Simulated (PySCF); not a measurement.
## Unknown compound

An unknown has the formula C5H10O. Its calculated NMR data are:

$^{1}$H NMR (600 MHz, computed): δ 6.40 (m, 1H), 5.44 (m, 1H), 5.35 (m, 1H), 4.18 (d, 2H), 3.55 (q, 2H), 1.30 (t, 3H).

$^{13}$C{$^{1}$H} NMR (computed): δ 147.1 (CH), 120.1 (CH2), 79.0 (CH2), 71.0 (CH2), 18.1 (CH3).

- GFN2-xTB structure
- PBE0/pcSseg-1 with gauge-including orbitals
- code: PySCF 2.14
- isolated molecule, averaged over atoms made equivalent by symmetry, fast rotation or ring inversion, non-relativistic Hamiltonian, one computed conformer

Shifts are taken against calculated references (same method and geometry level): $^{1}$H (31.72 ppm) and $^{13}$C (186.93 ppm) against TMS.

Task: Which of these isomers gave the spectra?
A. C=C(C)OCC
B. OCC1CCC1
C. C=CCOCC
D. CCOC1CC1

Result: C. 

The formula gives 1 degree of unsaturation (no ring in the answer). 5 carbon signals for 5 carbons: no two carbons are equivalent. Carbon types of the structure: 1 × CH, 3 × CH2, 1 × CH3, which accounts for all hydrogens. δC 147.1: alkene CH; the olefinic region. δC 120.1: terminal =CH2 carbon; as expected for a trigonal carbon in a double bond. δC 79.0: allylic sp3 CH2 bonded to O; the inductive effect lowers its shielding. δC 71.0: sp3 CH2 bonded to O; deshielded by the electronegative neighbour. δH 4.18: hydrogen on an allylic sp3 CH2 bonded to O; its carbon carries O, hence the downfield position.

The others: C=C(C)OCC would give 5 signals for carbon-bound and other non-exchanging H, not 6; CCOC1CC1 would give 4 carbon signals, not 5; OCC1CCC1 would give 4 carbon signals, not 5.

Shifts are as computed. Against solution values, carbons near 30 ppm lie about +3 ppm off and those near 130 ppm about +5 ppm. Of 1211 compounds with measured shifts, 218 miss one by over three times the rms of a fit or turn the order of signals round; such compounds aren't used in these exercises. No couplings were computed; multiplicities are counted from neighbouring protons, with m where these are inequivalent, close in shift, in a saturated or five-membered ring or joined by F or P, and br s for small geminal =CH2 splittings.
